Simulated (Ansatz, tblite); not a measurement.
# The cluster Si3+: rung by rung

Aim: run the doublet of the cluster Si3+ at one geometry on many levels, and compare frontier levels, spin and run time.

Program: Ansatz 0.2.0, Gaussian basis. Level of theory: as each input shows. These are calculated values, not measurements.

The runs, in order: GFN1-xTB, GFN2-xTB, PBE-D4/def2-TZVP, r2SCAN-D4/def2-TZVP, B97M-V/def2-TZVP, BLYP-D4/def2-TZVP, r2SCAN0-D4/def2-TZVP, ωB97M-V/def2-TZVP, HSE06-D4/def2-TZVP, PBE-D4/def2-SVP, PBE0-D4/def2-SVP, HF/6-31G, B3LYP-D4/6-31G, CCSD(T)/def2-TZVPP, MP2/def2-TZVP, RPA/def2-TZVP.

## (1) The structure

The geometry is that of the doublet, from an earlier relaxation (B3LYP-D4/def2-TZVP). At that level it is the lowest of the isomers that a small search found.

3 atoms, charge 1, spin multiplicity 2.

Bond lengths: Si1–Si2 2.238 Å, Si1–Si3 2.510 Å, Si2–Si3 2.237 Å. Angles: Si2–Si1–Si3 55.9°, Si1–Si2–Si3 68.2°, Si1–Si3–Si2 55.9°.

The ion is computed in the gas phase, without counter-ions or solvent.

PBE0-D4/def2-TZVP was run before; its log isn't repeated, and its numbers join the tables.

## (2) GFN1-xTB

Tight binding, by tblite at 300 K electronic temperature and without a spin-polarisation term:

```python
tblite.interface.Calculator('GFN1-xTB', numbers, positions, charge=1, uhf=1).singlepoint()
```

Energy -131.4990 eV; 0.003 s.

## (3) GFN2-xTB

Tight binding, by tblite at 300 K electronic temperature and without a spin-polarisation term:

```python
tblite.interface.Calculator('GFN2-xTB', numbers, positions, charge=1, uhf=1).singlepoint()
```

Energy -125.7379 eV; 0.007 s.

## (4) PBE-D4/def2-TZVP

start.molden holds the orbitals of an earlier run on this state, given as this run's starting guess.

in.yaml reads:

```yaml
crystal:
  periodic: [false, false, false]
  atoms:
    - {symbol: Si, position_ang: [1.231038, -0.415028, 0.518507]}
    - {symbol: Si, position_ang: [-0.442997, -0.658168, -0.946111]}
    - {symbol: Si, position_ang: [-0.788041, 1.073196, 0.427604]}
basis:
  gaussian: {orbitals: def2-TZVP, initial_orbitals: start.molden}
total_charge: 1
magnetization: {spin_polarized: true, initial_magnetization: 1}
hamiltonian: {xc: pbe, dispersion: d4}
scf: {omitted_lower_state_checks: [starts]}
output: {orbitals: {seedname: orbitals}}
```

The run is started by

```bash
$ ansatz run in.yaml --threads 4 --pin off --events-out ev --progress --plain --max-ram 3916MiB
```

The runs that follow: r2SCAN-D4/def2-TZVP; B97M-V/def2-TZVP; BLYP-D4/def2-TZVP; r2SCAN0-D4/def2-TZVP; ωB97M-V/def2-TZVP; HSE06-D4/def2-TZVP; PBE-D4/def2-SVP; PBE0-D4/def2-SVP; HF/6-31G; B3LYP-D4/6-31G; CCSD(T)/def2-TZVPP; MP2/def2-TZVP; RPA/def2-TZVP.

Q: Predict the results of all the runs planned. Wanted: gap in def2-TZVP, named functionals, smallest and largest; correlation energy, CCSD(T)/def2-TZVPP; correlation energy, MP2/def2-TZVP; ⟨S²⟩ in def2-TZVP, named functionals, smallest and largest; PBE0 total energy, smallest basis above largest.

As calculated:

| quantity | value |
| --- | --- |
| gap in def2-TZVP, named functionals, smallest and largest | 0.83 eV (BLYP-D4), 6.06 eV (ωB97M-V) |
| correlation energy, CCSD(T)/def2-TZVPP | -8.39 eV |
| correlation energy, MP2/def2-TZVP | -6.55 eV |
| ⟨S²⟩ in def2-TZVP, named functionals, smallest and largest | 0.894, 1.438 |
| PBE0 total energy, smallest basis above largest | 8.26 eV (def2-SVP, def2-TZVP) |

What this shows: Over the named functionals in def2-TZVP the gap runs from 0.83 eV (BLYP-D4) to 6.06 eV (ωB97M-V); exact exchange widens it. Over the named functionals in def2-TZVP spin contamination reaches 0.69 (r2SCAN0-D4), so some levels may describe another state. Notes on CCSD(T)/def2-TZVPP: large T1 diagnostic, spin contamination.
